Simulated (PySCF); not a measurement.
# C3H3F3: the cost of one run

The runs use PySCF 2.14.0, with density-fitted response routines of our own; the level of theory stands in each step. All values are computed, except where a source is named. Atoms count from 0, in the outputs and in this text.

## 1. Starting geometry

9 atoms, charge 0, multiplicity 1; geometry from: PBE0-D3(BJ)/def2-SVP.

Bonds of the start (Å): F0–C1 1.35, C1–C2 1.52, C2–C3 1.48, C3–F4 1.33, C3–F5 1.34, C3–C1 1.48, C1–H6 1.10, C2–H7 1.09, C2–H8 1.09.

## 2. NMR shieldings: HF/pcSseg-2

Job settings and geometry (Å):

```
{"job": {"kind": "nmr", "xc": "HF", "basis": "pcSseg-2", "pop": false}, "charge": 0, "multiplicity": 1}
F      1.836772    -0.021142    -0.644172
C      0.830007    -0.108100     0.246780
C     -0.357063     0.822143     0.064604
C     -0.475492    -0.628652    -0.220222
F     -0.593704    -1.036503    -1.482025
F     -1.195569    -1.401152     0.598588
H      1.160962    -0.351575     1.262448
H     -0.839640     1.234116     0.954320
H     -0.310671     1.474037    -0.812167
```

Level: GIAO HF/pcSseg-2 NMR shielding, non-relativistic, gas phase.

Run with:

```console
$ OMP_NUM_THREADS=1 python probes_run.py task.json out
```

One launch serves the whole session: the jobs run in the order shown.

**Question.** How long does this first job take on 1 thread of Arm Neoverse V2, shared host, and how much memory does it need?

About 20 s, with a peak of 1 GiB.
